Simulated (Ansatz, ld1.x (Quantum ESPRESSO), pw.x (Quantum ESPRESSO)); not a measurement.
**What a changed setting does to a pw.x run (fcc Br)**

Potential: norm-conserving RRKJ (Kleinman–Bylander form), ld1.x (Quantum ESPRESSO) 7.5, LDA (PW92); core [Ar] 3d10, reference 4s1 4p6; waves: 4s (bound): rc 1.35 bohr; 4p (bound): rc 1.80 bohr; 4d channel at 0.1 Ry: rc 2.08 bohr; local part: all-electron potential smoothed inside 1.35 bohr (lloc = -1); core correction: a·sin(br)/r model core inside 0.95 bohr; rho0 0.02.

The reference run (k-mesh 13³, cutoffs 110/440 Ry, Fermi–Dirac 0.01 Ry, mixing_beta 0.4, conv_thr 1e-9, no spin) gives -0.34 GPa at 23.071 Å³/atom, where all-electron LAPW gives -0.01 GPa. This run, with its own iteration cap, changes mixing_mode to local-TF.

```
&control
  calculation='scf', prefix='x', pseudo_dir='./', outdir='./tmp', tstress=.true., disk_io='none'
/
&system
  ibrav=0, nat=1, ntyp=1, ecutwfc=110, ecutrho=440, nbnd=11,
  occupations='smearing', smearing='fd', degauss=0.01
/
&electrons
  conv_thr=1e-09, mixing_beta=0.4, electron_maxstep=50, mixing_mode='local-TF'
/
ATOMIC_SPECIES
Br 1.0 Br.UPF
CELL_PARAMETERS angstrom
  0.00000000 2.25949894 2.25949894
  2.25949894 0.00000000 2.25949894
  2.25949894 2.25949894 0.00000000
ATOMIC_POSITIONS crystal
Br 0.0000 0.0000 0.0000
K_POINTS automatic
13 13 13 0 0 0
```

```bash
pw.x < Br.scf.in > Br.scf.out
```

Task: How does the run end?

Result: It converges in 7 iterations; the free energy moves by +0.0 meV/atom and the pressure by -0.01 GPa. The result is that of the reference run.

```
Message from routine setup:
     using ibrav=0 with symmetry is DISCOURAGED, use correct ibrav instead
     lattice parameter (alat)  =       6.0385  a.u.
     unit-cell volume          =     155.6908 (a.u.)^3
     number of electrons       =         7.00
     number of Kohn-Sham states=           11
     kinetic-energy cutoff     =     110.0000  Ry
     charge density cutoff     =     440.0000  Ry
     scf convergence threshold =      1.0E-09
     Exchange-correlation= PW
     number of k points=    84  Fermi-Dirac smearing, width (Ry)=  0.0100
     iteration #  1     ecut=   110.00 Ry     beta= 0.40
     total energy              =     -39.79394210 Ry
     estimated scf accuracy    <       0.00945811 Ry
     iteration #  2     ecut=   110.00 Ry     beta= 0.40
     total energy              =     -39.79131165 Ry
     estimated scf accuracy    <       0.00406702 Ry
     iteration #  3     ecut=   110.00 Ry     beta= 0.40
     total energy              =     -39.79209358 Ry
     estimated scf accuracy    <       0.00000412 Ry
     iteration #  4     ecut=   110.00 Ry     beta= 0.40
     total energy              =     -39.79209451 Ry
     estimated scf accuracy    <       0.00000191 Ry
     iteration #  5     ecut=   110.00 Ry     beta= 0.40
     total energy              =     -39.79209462 Ry
     estimated scf accuracy    <       0.00000017 Ry
     iteration #  6     ecut=   110.00 Ry     beta= 0.40
     total energy              =     -39.79209465 Ry
     estimated scf accuracy    <          5.2E-09 Ry
     iteration #  7     ecut=   110.00 Ry     beta= 0.40
     the Fermi energy is     5.5873 ev
!    total energy              =     -39.79209465 Ry
     estimated scf accuracy    <          5.1E-10 Ry
     smearing contrib. (-TS)   =      -0.00589398 Ry
     The total energy is F=E-TS. E is the sum of the following terms:
     one-electron contribution =       3.27433023 Ry
     hartree contribution      =       2.05996641 Ry
     xc contribution           =     -18.81288999 Ry
     ewald contribution        =     -26.30760732 Ry
     convergence has been achieved in   7 iterations
          total   stress  (Ry/bohr**3)                   (kbar)     P=       -3.47
     Message from routine punch:
     Nothing written, as per user request (disk_io='none')
```

The run took about 24 s on one core of a shared host (Intel(R) Xeon(R) 6975P-C, 192 threads, 756 GiB, load 41).
